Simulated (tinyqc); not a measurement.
Pariser-Parr-Pople SCF with singles CI, for the molecule C=C1C=CC=C1 (SMILES; centres numbered as the heavy atoms are written), step by step. Computed by tinyqc, a small Python program that keeps every step. Settings: charge = 0, gamma = MN, start = core, damping = 0, iteration cap = 61, excitations kept = 6. Command: `OMP_NUM_THREADS=1 python tinyqc.py 24909 24910 out.jsonl` (the two numbers bound the seeds that draw the settings). One thread of a shared host (Intel(R) Xeon(R) Processor @ 2.60GHz), about 0.01 s of CPU time with the checks. Later iterations appear only in the table of the cycle.

## PPP integrals

Centres (angstrom, eV; a flat drawing with bonds scaled to 1.40 angstrom):

| centre | x | y | core charge z | W | gamma_rr |
|---|---|---|---|---|---|
| 1C | 2.159000 | 0.000000 | 1 | 11.160000 | 11.130000 |
| 2C | 0.759000 | 0.000000 | 1 | 11.160000 | 11.130000 |
| 3C | -0.064000 | 1.133000 | 1 | 11.160000 | 11.130000 |
| 4C | -1.395000 | 0.700000 | 1 | 11.160000 | 11.130000 |
| 5C | -1.395000 | -0.700000 | 1 | 11.160000 | 11.130000 |
| 6C | -0.064000 | -1.133000 | 1 | 11.160000 | 11.130000 |

Resonance integrals (eV):

| i | j | beta |
|---|---|---|
| 1 | 2 | -2.390000 |
| 2 | 3 | -2.390000 |
| 3 | 4 | -2.390000 |
| 4 | 5 | -2.390000 |
| 5 | 6 | -2.390000 |
| 6 | 2 | -2.390000 |

Mataga-Nishimoto: gamma = 14.399645/(R + a), a = 2 x 14.399645/(gamma_rr + gamma_ss); H_rr = -W_r - sum_(s != r) z_s gamma_rs; H_rs = beta for bonds.

repulsion gamma_rs (eV), lower triangle:
```
           1C         2C         3C         4C         5C         6C
1C  11.130000
2C   5.345539  11.130000
3C   3.800534   5.344818  11.130000
4C   2.929109   4.046371   5.346212  11.130000
5C   2.929109   4.046371   4.045936   5.345539  11.130000
6C   3.800534   5.344818   4.045107   4.045936   5.346212  11.130000
```

core matrix H (eV), lower triangle:
```
            1C          2C          3C          4C          5C          6C
1C  -29.964826
2C   -2.390000  -35.287917
3C    0.000000   -2.390000  -33.742608
4C    0.000000    0.000000   -2.390000  -32.873168
5C    0.000000    0.000000    0.000000   -2.390000  -32.873168
6C    0.000000   -2.390000    0.000000    0.000000   -2.390000  -33.742608
```

## Starting guess

pi electrons, sum of z_r less the charge = 6

Orbitals of the core matrix H.

P at the start, lower triangle:
```
           1C         2C         3C         4C        5C        6C
1C   0.160001
2C   0.465661   1.432753
3C   0.117808   0.494073   1.163424
4C  -0.157803  -0.232022   0.740239   1.040199
5C  -0.157803  -0.232022  -0.085961   0.603577  1.040199
6C   0.117808   0.494073  -0.399954  -0.085961  0.740239  1.163424
```

## Iteration 1: Fock matrix

F_rr = H_rr + P_rr gamma_rr / 2 + sum_(s != r) P_ss gamma_rs; F_rs = H_rs - P_rs gamma_rs / 2; E = tr P (H + F) / 2 + core repulsion sum_(r<s) z_r z_s gamma_rs.

F (eV), lower triangle:
```
           1C         2C         3C         4C         5C         6C
1C  -6.478606
2C  -3.634605  -5.604715
3C  -0.223866  -3.710365  -4.526382
4C   0.231111   0.469423  -4.368737  -4.330873
5C   0.231111   0.469423   0.173895  -4.003223  -4.330873
6C  -0.223866  -3.710365   0.808929   0.173895  -4.368737  -4.526382
```

pi energy = -73.065919 eV

## Iteration 1: orbitals and new P

Diagonalise F (the basis is taken as orthonormal) and form P = 2 sum c c over the lowest orbitals.

orbital energies (eV): -12.520304  -9.700463  -8.018452  -4.269887  2.355491  2.355784

P after iteration 1, lower triangle:
```
           1C         2C         3C         4C        5C        6C
1C   0.787403
2C   0.828760   0.997229
3C   0.187380   0.392536   1.091276
4C  -0.314434  -0.049901   0.802413   1.016407
5C  -0.314434  -0.049901  -0.073365   0.499123  1.016407
6C   0.187380   0.392536  -0.391439  -0.073365  0.802413  1.091276
```

## Iteration 2: Fock matrix

As before.

F (eV), lower triangle:
```
           1C         2C         3C         4C         5C         6C
1C  -6.002996
2C  -4.605085  -5.638372
3C  -0.356071  -3.439016  -5.386514
4C   0.460505   0.100960  -4.534935  -5.192636
5C   0.460505   0.100960   0.148414  -3.724040  -5.192636
6C  -0.356071  -3.439016   0.791706   0.148414  -4.534935  -5.386514
```

pi energy = -75.499145 eV

## Iteration 2: orbitals and new P

As before.

orbital energies (eV): -13.382770  -10.312393  -9.065440  -3.130966  1.418623  1.673279

P after iteration 2, lower triangle:
```
           1C         2C         3C         4C        5C        6C
1C   0.835949
2C   0.848548   0.981222
3C   0.176819   0.371947   1.070988
4C  -0.308646  -0.038238   0.823003   1.020426
5C  -0.308646  -0.038238  -0.070419   0.469644  1.020426
6C   0.176819   0.371947  -0.378229  -0.070419  0.823003  1.070988
```

## Iteration 3: Fock matrix

As before.

F (eV), lower triangle:
```
           1C         2C         3C         4C         5C         6C
1C  -5.949074
2C  -4.657972  -5.652297
3C  -0.336004  -3.383996  -5.444796
4C   0.452028   0.077363  -4.589976  -5.261913
5C   0.452028   0.077363   0.142455  -3.645249  -5.261913
6C  -0.336004  -3.383996   0.764989   0.142455  -4.589976  -5.444796
```

pi energy = -75.530420 eV

## Iteration 3: orbitals and new P

As before.

orbital energies (eV): -13.423575  -10.314905  -9.173461  -3.069098  1.347012  1.619237

P after iteration 3, lower triangle:
```
           1C         2C         3C         4C        5C        6C
1C   0.840952
2C   0.853796   0.984932
3C   0.171002   0.365961   1.066354
4C  -0.305984  -0.038400   0.831052   1.020704
5C  -0.305984  -0.038400  -0.068609   0.457292  1.020704
6C   0.171002   0.365961  -0.370234  -0.068609  0.831052  1.066354
```

## Convergence

Stop when output and input P, before any damping, agree to 1e-7.

Course of the cycle:

| iteration | E (eV) | largest \|P(out) - P(in)\| |
|---|---|---|
| 1 | -73.06591941 | 6.27e-01 |
| 2 | -75.49914471 | 4.85e-02 |
| 3 | -75.53042001 | 1.24e-02 |
| 4 | -75.53462171 | 5.77e-03 |
| 5 | -75.53541958 | 2.69e-03 |
| 6 | -75.53557783 | 1.25e-03 |
| 7 | -75.53561009 | 5.83e-04 |
| 8 | -75.53561678 | 2.71e-04 |
| 9 | -75.53561819 | 1.26e-04 |
| 10 | -75.53561849 | 5.85e-05 |
| 11 | -75.53561855 | 2.72e-05 |
| 12 | -75.53561856 | 1.26e-05 |
| 13 | -75.53561857 | 5.86e-06 |
| 14 | -75.53561857 | 2.72e-06 |
| 15 | -75.53561857 | 1.26e-06 |
| 16 | -75.53561857 | 5.87e-07 |
| 17 | -75.53561857 | 2.72e-07 |
| 18 | -75.53561857 | 1.26e-07 |
| 19 | -75.53561857 | 5.87e-08 |

Converged in 19 iterations.

## Converged orbitals

Charges are z - P_rr.

orbital energies (eV): -13.424359  -10.309516  -9.206353  -3.041811  1.326060  1.617784

coefficients:
```
         MO1        MO2        MO3        MO4        MO5        MO6
1C  0.331807   0.558707   0.000000   0.681428   0.000000  -0.336759
2C  0.545223   0.443069   0.000000  -0.312892   0.000000   0.639155
3C  0.408161  -0.093394   0.597055  -0.345934  -0.378848  -0.452783
4C  0.360171  -0.486873   0.378848   0.314972   0.597055   0.184458
5C  0.360171  -0.486873  -0.378848   0.314972  -0.597055   0.184458
6C  0.408161  -0.093394  -0.597055  -0.345934   0.378848  -0.452783
```

pi charges: 1C 0.155501, 2C 0.012843, 3C -0.063585, 4C -0.020587, 5C -0.020587, 6C -0.063585

## Singles CI, singlets

Over the 6 single excitations with the smallest orbital gaps: A = (e_a - e_i) delta + 2 (ia|jb) - (ij|ab), with (pq|rs) = sum c_mp c_mq gamma_mn c_nr c_ns. f = 2/3 w |mu|^2 in atomic units, mu = sqrt2 sum c_ia sum_m c_mi c_ma R_m.

singlet CI matrix (eV), lower triangle:
```
           3>4        2>4       1>4       3>5       3>6       2>5
3>4   2.560355
2>4   0.000000   4.956803
1>4   0.000000   0.074082  6.911554
3>5   0.000000  -0.694182  0.572874  7.152905
3>6   0.560819   0.000000  0.000000  0.000000  7.218371
2>5  -0.080477   0.000000  0.000000  0.000000  0.149290  8.139427
```

singlet excitation energies (eV): 2.492100  4.730162  6.578785  7.263021  7.712315  8.163033

oscillator strengths: 0.025861  0.663659  0.483911  0.304771  0.600036  0.233136

## Singles CI, triplets

Over the 6 single excitations with the smallest orbital gaps: A = (e_a - e_i) delta - (ij|ab), with (pq|rs) = sum c_mp c_mq gamma_mn c_nr c_ns.

triplet CI matrix (eV), lower triangle:
```
           3>4        2>4        1>4       3>5       3>6       2>5
3>4   1.278325
2>4   0.000000   1.687576
1>4   0.000000  -0.729991   5.061884
3>5   0.000000   0.594976  -0.915092  4.519772
3>6  -0.971629   0.000000   0.000000  0.000000  5.230792
2>5   0.594976   0.000000   0.000000  0.000000  0.468796  6.255776
```

triplet excitation energies (eV): 0.963161  1.479370  3.837046  5.354248  5.952816  6.447483
